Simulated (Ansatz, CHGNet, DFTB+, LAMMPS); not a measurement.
How well does each level of theory give the LA phonon frequency at X of 3C-SiC?

Reference value: 640 cm⁻¹ (measured, temperature not stated, no zero-point or thermal correction; as tabulated in Wang et al. (1996), arXiv:mtrl-th/9510002).

### Question
What do Gao–Weber SiC.gw, Tersoff SiC.tersoff, Tersoff SiC_1994.tersoff, DFTB cp2k-nonscc, CHGNet 0.3.0, LDA, PBE, r²SCAN give, and how far is each from the reference?

### Answer

```json
[
 {"level (code)": "Gao–Weber SiC.gw (LAMMPS)", "value (cm⁻¹)": "507", "cell (Å³/atom)": "10.36", "difference (%)": "-21"},
 {"level (code)": "Tersoff SiC.tersoff (LAMMPS)", "value (cm⁻¹)": "645", "cell (Å³/atom)": "10.09", "difference (%)": "+0.8"},
 {"level (code)": "Tersoff SiC_1994.tersoff (LAMMPS)", "value (cm⁻¹)": "648", "cell (Å³/atom)": "9.80", "difference (%)": "+1.2"},
 {"level (code)": "DFTB cp2k-nonscc (DFTB+)", "value (cm⁻¹)": "524", "cell (Å³/atom)": "10.53", "difference (%)": "-18.1"},
 {"level (code)": "CHGNet 0.3.0 (CHGNet)", "value (cm⁻¹)": "479", "cell (Å³/atom)": "10.49", "difference (%)": "-25"},
 {"level (code)": "LDA (Ansatz)", "value (cm⁻¹)": "635", "cell (Å³/atom)": "10.14", "difference (%)": "-0.8"},
 {"level (code)": "PBE (Ansatz)", "value (cm⁻¹)": "622", "cell (Å³/atom)": "10.50", "difference (%)": "-2.8"},
 {"level (code)": "r²SCAN (Ansatz)", "value (cm⁻¹)": "644", "cell (Å³/atom)": "10.33", "difference (%)": "+0.6"}
]
```

Nearest, and too close to rank with a margin of 3.0 % (twice that across the reference) picked here for doubts on the reference and the settings, and for temperature and zero-point motion: r²SCAN (+0.6 %), Tersoff SiC.tersoff (+0.8 %), LDA (-0.8 %), Tersoff SiC_1994.tersoff (+1.2 %), PBE (-2.8 %). Farthest off: CHGNet 0.3.0 (-25 %). Within 10 %: Tersoff SiC.tersoff, Tersoff SiC_1994.tersoff, LDA, PBE, r²SCAN.

The measured value isn't corrected to a static lattice, so vibrations enter the comparison.  DFTB cp2k-nonscc: this tight-binding set is not self-consistent in the charges. Each level is taken at its own relaxed cell. Cutoffs and k meshes differ between the levels. Ansatz's density-functional and Hartree–Fock values are scalar-relativistic unless marked +SOC, with PAW data made under PBE.

Empirical potentials (Gao–Weber SiC.gw, Tersoff SiC.tersoff, Tersoff SiC_1994.tersoff) are fitted to chosen data, which need not cover the solid at hand: agreement can be built in, and what lay outside the fit can be far off. Machine-learned potentials (CHGNet 0.3.0) are trained on DFT data, which may include these solids.

Differences are worked out from the printed values.

Ansatz is an electronic-structure program.
